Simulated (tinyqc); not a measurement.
Worked calculation: ROHF in the sto-3g basis, for LiH+, spin multiplicity 2. One step of it, computed by the program tinyqc.

Problem. Iteration 3: DIIS coefficients. Solve [B -1; -1 0][c; lambda] = [0; -1] for the coefficients, which sum to one.

B (overlaps of the stored error matrices):
```
                1               2               3
1   1.0730045e-02  -3.6084211e-03  -4.3249265e-03
2  -3.6084211e-03   3.4432055e-02   2.4453763e-02
3  -4.3249265e-03   2.4453763e-02   1.7740678e-02
```

Give: DIIS coefficients.

Solution.

DIIS coefficients: 0.373  -1.371  1.998
